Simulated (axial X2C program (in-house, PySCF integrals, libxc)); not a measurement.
Correcting the dissociation energy of SiO⁺ for spin–orbit coupling

A spin-free PBE0 curve (one-electron X2C) was computed with an in-house relativistic program for diatomic molecules, basis Si dyall-v3z [8s7p2d1f], O dyall-av3z [7s6p3d2f] (cores contracted in-house), for the state M_S = 1/2, Λ = 0 (beyond evenly filled blocks: σα). It gives D0 = 4.510 eV to Si+ + O, which in a spin-free picture are the weighted means of the ground terms.

Measured levels of the ground terms (NIST Handbook of Basic Atomic Spectroscopic Data), in cm⁻¹: Si+ 2P: J = 1/2 at 0, J = 3/2 at 287.2; O 3P: J = 2 at 0, J = 1 at 158.3, J = 0 at 227.

The molecular state has Λ = 0, so it has no first-order lowering.

(1) How far does each ground level lie under the (2J+1)-weighted mean of its term?

(2) Correct D0.

Second-order spin–orbit effects in the molecule, which grow quickly with Z, are left out. The state is a single determinant with fixed occupations, the lowest that a limited PBE0 search found. De is counted from the lowest determinant-based energies of the atoms at the same level, without counterpoise correction.

## Answers

(1) Si+: (2 × 0 + 4 × 287.2)/6 = 191 cm⁻¹; O: (5 × 0 + 3 × 158.3 + 1 × 227)/9 = 78 cm⁻¹.

(2) D0 = 4.510 + (0 − 269)/8065.5 = 4.477 eV at PBE0 with these spin–orbit terms.
